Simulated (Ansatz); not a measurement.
Equilibrium lattice constant a (Å) of 24 elemental metals, computed with PBE in Ansatz (plane waves, PAW) and with HSE06 (Ansatz, a first-principles code, plane waves, PAW). The set holds measured phases with no doubt noted on the run or the magnetic state but for the caveats below. 19 more of the class have both values but aren't in it, for one of these reasons: built or high-temperature cells, doubts on the run or the magnetic state, unlike cells, values of zero, layered or molecular crystals, cells that aren't cubic. Solids without a value at one level (not run, failed, or a magnetic order lost), or held back for tests, aren't counted.

All rows, in order of the shift (worked out from unrounded values):

```json
[
 {"solid": "fcc Rh", "PBE": "3.830", "HSE06": "3.779", "shift (%)": "-1.33"},
 {"solid": "fcc Ir", "PBE": "3.871", "HSE06": "3.825", "shift (%)": "-1.19"},
 {"solid": "bcc V", "PBE": "2.997", "HSE06": "2.962", "shift (%)": "-1.15"},
 {"solid": "fcc Pt", "PBE": "3.970", "HSE06": "3.926", "shift (%)": "-1.12"},
 {"solid": "fcc Pd", "PBE": "3.943", "HSE06": "3.909", "shift (%)": "-0.86"},
 {"solid": "fcc Pb", "PBE": "5.040", "HSE06": "4.998", "shift (%)": "-0.84"},
 {"solid": "bcc Mo", "PBE": "3.161", "HSE06": "3.136", "shift (%)": "-0.77"},
 {"solid": "fcc Au", "PBE": "4.158", "HSE06": "4.126", "shift (%)": "-0.76"},
 {"solid": "bcc W", "PBE": "3.184", "HSE06": "3.163", "shift (%)": "-0.64"},
 {"solid": "fcc Al", "PBE": "4.040", "HSE06": "4.019", "shift (%)": "-0.52"},
 {"solid": "bcc Nb", "PBE": "3.310", "HSE06": "3.296", "shift (%)": "-0.42"},
 {"solid": "bcc Ta", "PBE": "3.319", "HSE06": "3.306", "shift (%)": "-0.39"},
 {"solid": "fcc Ni", "PBE": "3.519", "HSE06": "3.511", "shift (%)": "-0.24"},
 {"solid": "fcc Ag", "PBE": "4.147", "HSE06": "4.140", "shift (%)": "-0.19"},
 {"solid": "fcc Cu", "PBE": "3.629", "HSE06": "3.633", "shift (%)": "+0.10"},
 {"solid": "bcc Na", "PBE": "4.197", "HSE06": "4.225", "shift (%)": "+0.68"},
 {"solid": "bcc Li", "PBE": "3.435", "HSE06": "3.463", "shift (%)": "+0.82"},
 {"solid": "bcc K", "PBE": "5.284", "HSE06": "5.331", "shift (%)": "+0.89"},
 {"solid": "bcc Rb", "PBE": "5.670", "HSE06": "5.728", "shift (%)": "+1.03"},
 {"solid": "fcc Ca", "PBE": "5.526", "HSE06": "5.591", "shift (%)": "+1.17"},
 {"solid": "bcc Cs", "PBE": "6.162", "HSE06": "6.247", "shift (%)": "+1.38"},
 {"solid": "fcc Sr", "PBE": "6.030", "HSE06": "6.119", "shift (%)": "+1.48"},
 {"solid": "bcc Ba", "PBE": "5.021", "HSE06": "5.123", "shift (%)": "+2.03"},
 {"solid": "bcc Fe", "PBE": "2.831", "HSE06": "2.912", "shift (%)": "+2.85"}
]
```

The shift from PBE to HSE06 has a median of -0.31 %, and eight in ten lie between -1.14 % and +1.45 %; HSE06 is the larger in 10 of 24.

Ansatz's runs of these crystals have no spin polarisation, but for bcc Fe, fcc Ni. Meta-GGA and hybrid levels favour moments, which can bear on fcc Pd, bcc Fe, bcc V, fcc Pt, fcc Rh, fcc Ni.

Density-functional runs with spin start from parallel moments for bcc Fe, parallel moments for fcc Ni.

Spin–orbit coupling is left out, also for the solids with elements from indium on (bcc Ta, fcc Pt, bcc Ba, bcc W, fcc Ir, bcc Cs, fcc Pb, fcc Au); its size isn't shown.

Ansatz's density-functional and Hartree–Fock values are scalar-relativistic unless marked +SOC, with PAW data made under PBE.
